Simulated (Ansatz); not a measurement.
Input file:

```yaml
crystal:
  periodic: [false, false, false]
  atoms:
    - {symbol: Ge, position_ang: [0.002331, 0.259275, 2.334391]}
    - {symbol: Si, position_ang: [0.001494, 0.359409, -1.020953]}
    - {symbol: N, position_ang: [0.049508, 0.262727, 0.569901]}
    - {symbol: H, position_ang: [-0.053333, -0.881411, -1.883338]}
basis:
  gaussian: {orbitals: STO-3G}
magnetization: {spin_polarized: false, initial_magnetization: 2}
correlation: {method: fic_mrcisd_q, electrons: outside_noble_gas, active_space: {window: {electrons: 4, orbitals: 4}}}
scf: {lower_state_search: full}
```

```sh
$ ansatz run in.yaml --threads 1 --pin off --events-out ev --progress --plain --max-ram 2393MiB
```

The program prints:

```
353 factors; integrals over basis functions are off by at most 2.4e-5 eV
mean field evaluation 1: about -65074.4229 eV, gradient 2.4e1 eV
mean field evaluation 2: about -65074.4598 eV, gradient 2.4e1 eV
mean field evaluation 4: about -65076.6981 eV, gradient 1.9e0 eV
mean field evaluation 8: about -65076.8049 eV, gradient 1.6e-1 eV
mean field evaluation 16: about -65076.2266 eV, gradient 2.7e0 eV
mean field evaluation 32: about -65074.2825 eV, gradient 7.1e0 eV
mean field evaluation 64: about -65076.4480 eV, gradient 2.0e-2 eV
mean field evaluation 96: about -65014.8837 eV, gradient 3.1e1 eV
mean field evaluation 128: about -65076.5489 eV, gradient 5.1e-1 eV
mean field evaluation 160: about -65014.3814 eV, gradient 4.0e1 eV
mean field evaluation 192: about -65076.4276 eV, gradient 3.1e0 eV
mean field -65076.80611165 eV, -2391.5285139597 hartree, gradient 2.9e-6 eV, S^2 2.000000; 14 other end points of the search recorded, 0 dependent functions left out
reference -65076.80611165 eV, -2391.5285139597 hartree; 28, 26 occupied and 5, 7 virtual orbitals, 353 factors
state -65078.25680099 eV, -2391.5818258097 hartree
contracted CI cycle   1: correlation 0.00000000 eV, 0.0000000000 hartree, residual 1.15e1 eV
contracted CI cycle   2: correlation -2.90568476 eV, -0.1067819454 hartree, residual 3.05e0 eV
contracted CI cycle   3: correlation -3.22641624 eV, -0.1185686098 hartree, residual 9.79e-1 eV
contracted CI cycle   4: correlation -3.26408299 eV, -0.1199528374 hartree, residual 4.02e-1 eV
contracted CI cycle   5: correlation -3.27113540 eV, -0.1202120088 hartree, residual 1.66e-1 eV
contracted CI cycle   6: correlation -3.27208757 eV, -0.1202470003 hartree, residual 5.72e-2 eV
contracted CI cycle   7: correlation -3.27220926 eV, -0.1202514725 hartree, residual 2.23e-2 eV
contracted CI cycle   8: correlation -3.27223080 eV, -0.1202522640 hartree, residual 9.32e-3 eV
contracted CI cycle   9: correlation -3.27223391 eV, -0.1202523783 hartree, residual 3.15e-3 eV
contracted CI cycle  10: correlation -3.27223427 eV, -0.1202523916 hartree, residual 1.18e-3 eV
state -65078.25680099 eV, -2391.5818258097 hartree; corrected -65081.93079557 eV, -2391.7168426202 hartree
Total energy: -65081.93079557 eV, -2391.7168426202 hartree
```

Ran on 1 thread of Arm Neoverse V1, shared host: 2.8 s wall, 0.21 GiB peak host memory.
